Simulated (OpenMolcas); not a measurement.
**BH3O (BH2(OH)): methods side by side**

BH3O: 5 atoms, total charge 0, spin state singlet. SMILES: `[H]B([H])O`. Geometry: relaxed at GFN2-xTB.

```xyz
5

B     0.2710    0.3025   -0.1085
H     1.4036    0.3900   -0.3956
H    -0.4329    1.2514   -0.0807
O    -0.1594   -0.9187    0.1745
H    -1.0822   -1.0252    0.4103
```

Each level gives the energy change with the O4–H5 bond stretched from 0.958 to 1.198 Å (eV). The values are calculated.

```tsv
level	kind	program	value (eV)	CPU time (all runs)
HF/STO-3G (restricted)	Hartree–Fock	OpenMolcas	1.03	3.1 s
PBE/STO-3G (restricted)	GGA	OpenMolcas	0.37	7.7 s
r2SCAN/STO-3G (restricted)	meta-GGA	OpenMolcas	0.51	9.8 s
M06-2X/STO-3G (restricted)	hybrid meta-GGA	OpenMolcas	0.63	8.2 s
B2PLYP/STO-3G (restricted)	double hybrid	OpenMolcas	0.58	7.2 s
ACPF/STO-3G (restricted)	coupled cluster or CI	OpenMolcas	?	3.5 s
CCSD(T)/STO-3G (restricted)	coupled cluster or CI	OpenMolcas	0.47	4.4 s
CISD/STO-3G (restricted)	coupled cluster or CI	OpenMolcas	?	3.6 s
FCI/STO-3G	exact in the basis	OpenMolcas	0.47	30 s
```

**Question.** Estimate what the levels marked ? give.

**Answer.** As computed at these levels: ACPF/STO-3G (restricted): 0.46 eV; CISD/STO-3G (restricted): 0.54 eV. The first shape isn't each level's own minimum. The values span 0.37 to 1.03 eV. All rows use very small basis sets, so even the best lies far from the true value. Times are those of the runs behind each value, whatever else they computed, on shared processors of several kinds: orders of magnitude only.
